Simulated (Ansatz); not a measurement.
**Fluorite SrCl₂**

Calculation: PBEsol (plane waves, PAW; Ansatz, an electronic-structure program).

Run with plane-wave cutoff 520 eV, 8×8×8 k mesh, Fermi–Dirac smearing 0.01 eV, scalar-relativistic PAW data made under PBE.

Cell: relaxed at this level.

```yaml
equilibrium_volume_per_atom: 27.47 Å³/atom
bulk modulus B0: 38.1 GPa
equilibrium_lattice_constant_a: 6.908 Å
band_gap: 5.25 eV
smallest_direct_gap_on_the_k_points_sampled: 5.34 eV
direct gap at Γ: 5.60 eV
pressure derivative B′ of the bulk modulus: 4.6
```

Measured, for comparison: band gap 7.5 eV (temperature not stated, no zero-point or thermal correction; as tabulated in Aguado et al. (1999), arXiv:cond-mat/9901145); equilibrium volume per atom 28.27 Å³/atom, lattice constant a 6.974 Å (room temperature, no zero-point or thermal correction; as tabulated in Kanchana et al., Calculated structural, elastic and electronic properties of …); bulk modulus 34.3 GPa (temperature not stated, no zero-point or thermal correction, from elastic constants; as tabulated in Kanchana et al., Calculated structural, elastic and electronic properties of …). Computed (rounded) less measured: equilibrium volume per atom -2.8 %, bulk modulus +11 % (against room or unstated temperature, where such soft solids are markedly softer), lattice constant a -0.9 %. A static lattice is as a rule a little smaller and stiffer than an uncorrected measurement, which narrows the difference in the lattice constant a and would widen misses of the other sign.

Spin–orbit coupling is not included.

Static lattice: no zero-point or thermal effects.

Computing time: roughly 30 core-seconds.
